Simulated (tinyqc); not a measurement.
Worked calculation: RHF in the sto-6g basis, for H2F+, spin multiplicity 1. One step of it, computed by the program tinyqc.

Task: Iteration 2: DIIS coefficients. Solve [B -1; -1 0][c; lambda] = [0; -1] for the coefficients, which sum to one.

B (overlaps of the stored error matrices):
```
[[5.7031471e-01, -4.6979312e-01],
 [-4.6979312e-01, 2.3530359e+00]]
```

Give: DIIS coefficients.

Result:

DIIS coefficients: [0.731, 0.269]
